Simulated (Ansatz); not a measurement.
**Setting up BN (boron nitride) in Ansatz**

BN has 2 atoms, charge 0, and is taken as a triplet. SMILES: `B#N`. The coordinates come from a PBE0-D4/def2-TZVP relaxation.

```xyz
2

B     0.0000    0.0000   -0.0235
N     0.0000    0.0000    1.2919
```

Settings wanted:

* basis set: cc-pVTZ
* task: energy
* method: RPA
* functional: PBE
* reference: UKS
* relativity: none
* accuracy: high
* frozen core orbitals: 2

Task: Give an Ansatz 0.2.0 job that does this.

Result: This one ran through:

molecule.yaml:
```yaml
crystal:
  periodic: [false, false, false]
  atoms:
    - {symbol: B, position_ang: [-0.000000, -0.000000, -0.023520]}
    - {symbol: "N", position_ang: [0.000000, 0.000000, 1.291950]}
basis:
  gaussian: {orbitals: cc-pVTZ}
magnetization: {spin_polarized: true, initial_magnetization: 2}
hamiltonian: {xc: {name: PBE}}
correlation: {method: rpa, frozen_orbitals: {B: 1, "N": 1}}
accuracy: high
```

```bash
$ ansatz run molecule.yaml --threads 1 --pin off --max-ram 3480MiB --events-out events.jsonl --progress --plain --runs-dir runs
```

Calculated total energy: -79.39541 Eh.
